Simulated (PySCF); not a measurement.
Working with the constants of MgCl⁻

RHF-CCSD(T) constants of MgCl⁻, ¹Σ⁺ (singlet), closed shell (PySCF, no relativity, basis sets Mg aug-cc-pVDZ, Cl aug-cc-pV(D+d)Z; masses 23.9850 and 34.9689 u):

* ωe: 294.6 cm⁻¹
* ωexe: 2.59 cm⁻¹
* Be: 0.20014 cm⁻¹
* αe: 0.00216 cm⁻¹

**Question.** What force constant and bond length do these constants imply?

**Answer.** Reduced mass μred = 14.227 u; k = 5.8918×10⁻⁷·μred·ωe² (u, cm⁻¹, mdyn/Å) = 0.727 mdyn/Å; Re = √(16.8576/(μred·Be)) (u, cm⁻¹, Å) = 2.433 Å.

**Question.** Estimate the centrifugal constant D from the Kratzer relation and find the Dunham coefficient a1.

**Answer.** D = 4Be³/ωe² = 3.69e-07 cm⁻¹; a1 = −1 − αeωe/(6Be²) = -3.65.

Correlated steps freeze 6 core orbitals.
